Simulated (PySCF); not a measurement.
Predicted spectroscopic data

[PySCF: coordinates at the GFN2-xTB level; B3LYP/pcJ-1 coupling constants (spin–dipole term left out of most H,H and C,H couplings); shielding tensors at PBE0/pcSseg-1 (GIAO); one conformer; non-relativistic; equivalent nuclei averaged; in vacuum]

Referencing at the same level of theory: $^{1}$H (σ = 31.72 ppm), $^{13}$C (σ = 186.93 ppm) against TMS. Multiplet labels drop J under 1 Hz and among equivalent protons, and merge close values. Unscaled 3J(H,H) run several per cent high. Vicinal couplings that depend on rotamer populations or ring flexing (ring, CH–CH, X–H and H–F types) are those of the one conformer. Acid and N–H amide carbonyl carbons lie up to 10 ppm further downfield in solution (hydrogen bonding). Shifts are as computed. Against solution values, carbons near 30 ppm lie about +3 ppm off and those near 130 ppm about +5 ppm. Of 1211 compounds with measured shifts, 218 miss one by over three times the rms of a fit or turn the order of signals round; such compounds aren't used in these exercises. OH and NH positions are gas-phase values without hydrogen bonding to other molecules.

Compound 1 (C$_{4}$H$_{5}$NO). $^{1}$H NMR (500 MHz, computed): δ 8.23 (d, J = 1.8 Hz, 1H), 7.66 (d, J = 1.8 Hz, 2H), 4.42 (dt, J = 10.6, 1.8 Hz, 1H), 3.60 (br, 1H). $^{13}$C{$^{1}$H} NMR (computed): δ 160.8, 127.1, 26.2. Structure: `N(C=O)C1C=C1`.

Compound 2 (C$_{4}$H$_{5}$NO). $^{1}$H NMR (500 MHz, computed): δ 3.11 (s, 2H), 2.54 (s, 3H). $^{13}$C{$^{1}$H} NMR (computed): δ 201.9 (C), 120.2 (C), 33.2 (CH2), 30.0 (CH3). Structure: `CC(=O)CC#N`.
